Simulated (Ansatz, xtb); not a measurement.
C5H14N+: which of two isomers lies lower

We compare I, `CC(C)(C)C[NH3+]`, a singlet, with II, `CC(C)[NH+](C)C`, a singlet. Both are isolated ions in the gas phase, relaxed with B3LYP/def2-SVP; the shapes shown needn't be the lowest conformers.

I (Å):

| atom | x (Å) | y (Å) | z (Å) |
| --- | --- | --- | --- |
| C | -1.1407 | -1.8953 | 2.0263 |
| C | -0.5696 | -0.5140 | 1.6489 |
| C | -0.2847 | -0.4643 | 0.1344 |
| C | 0.7277 | -0.2311 | 2.4323 |
| C | -1.6105 | 0.5891 | 1.9193 |
| N | -2.0001 | 0.6754 | 3.3863 |
| H | -0.4222 | -2.6862 | 1.7649 |
| H | -2.0773 | -2.1118 | 1.4874 |
| H | -1.3263 | -2.0063 | 3.1106 |
| H | -1.1940 | -0.6570 | -0.4567 |
| H | 0.4552 | -1.2329 | -0.1336 |
| H | 0.1241 | 0.5122 | -0.1703 |
| H | 1.1436 | 0.7606 | 2.1911 |
| H | 1.4941 | -0.9780 | 2.1777 |
| H | 0.5961 | -0.2992 | 3.5280 |
| H | -2.5453 | 0.4099 | 1.3688 |
| H | -1.2279 | 1.5841 | 1.6498 |
| H | -2.6951 | 1.4140 | 3.5616 |
| H | -2.3985 | -0.2160 | 3.7157 |
| H | -1.1777 | 0.8710 | 3.9755 |

II (Å):

```tsv
atom	x (Å)	y (Å)	z (Å)
C	-1.8367	0.1129	-1.0955
C	-1.1937	0.7915	0.1073
C	-2.0733	0.7898	1.3530
C	-1.8278	3.1258	-0.7563
C	0.4838	2.2965	-1.0673
N	-0.7461	2.2414	-0.2118
H	-1.9895	-0.9476	-0.8467
H	-2.8244	0.5345	-1.3352
H	-1.2049	0.1399	-1.9954
H	-0.2421	0.2905	0.3435
H	-1.5929	1.3014	2.2035
H	-2.2437	-0.2521	1.6612
H	-3.0619	1.2398	1.1754
H	-0.4832	2.6339	0.7006
H	-1.4555	4.1578	-0.7855
H	-2.0832	2.7994	-1.7710
H	-2.7105	3.0702	-0.1090
H	1.2796	1.7080	-0.5936
H	0.8016	3.3422	-1.1686
H	0.2536	1.8858	-2.0573
```

Quicker runs give these differences E(II) − E(I): GFN2-xTB −0.355 eV; HF/STO-3G −0.285 eV (at GFN2-xTB geometries); r2SCAN-D4/def2-SVP +0.119 eV (at GFN2-xTB geometries).

**Question.** Estimate E(II) − E(I) at the level CCSD(T)/def2-SVP + ΔMP2/def2-TZVPP.

**Answer.** Calculated at CCSD(T)/def2-SVP + ΔMP2/def2-TZVPP: E(II) − E(I) = +0.123 eV, so structure I lies lower.

How the difference moves with the method:

| level | geometry | E(II) − E(I) (eV) | departure from the last row (eV) | job, with rough time for the two |
| --- | --- | --- | --- | --- |
| GFN2-xTB | GFN2-xTB | −0.355 | −0.478 | optimisation, 0.11 s |
| HF/STO-3G | GFN2-xTB | −0.285 | −0.408 | single point, 0.32 s |
| r2SCAN-D4/def2-SVP | GFN2-xTB | +0.119 | −0.004 | single point, 3.9 s |
| B3LYP/def2-SVP | B3LYP/def2-SVP | +0.042 | −0.081 | optimisation, 27 s |
| HF/def2-SVP | B3LYP/def2-SVP | +0.032 | −0.091 | part of the CCSD(T) run |
| MP2/def2-SVP | B3LYP/def2-SVP | +0.179 | +0.056 | part of the CCSD(T) run |
| CCSD(T)/def2-SVP | B3LYP/def2-SVP | +0.116 | −0.007 | single point |
| CCSD(T)/def2-SVP + ΔMP2/def2-TZVPP | B3LYP/def2-SVP | +0.123 |  | single point, 92 s |

As drawn, II has 2 C–N, 2 C–H in place of 2 C–C, 2 N–H.

GFN2-xTB, HF/STO-3G put the two in the other order. The largest departure from CCSD(T)/def2-SVP + ΔMP2/def2-TZVPP is that of GFN2-xTB, 0.478 eV. The last row adds to CCSD(T) the change of the MP2 difference between the two basis sets, here +0.007 eV.

With thermal terms from frequencies at re-optimised GFN2-xTB minima (ideal gas, soft modes damped towards free rotors, one conformer each, 298.15 K, 1 atm): the zero-point term adds +0.022 eV; ΔH is +0.138 and ΔG +0.152 eV.

The correlated steps freeze 6 core orbitals. Codes used: Ansatz 0.2.0, xtb 6.7.1; the last row on 4 threads of Arm Neoverse V2 on a shared host.
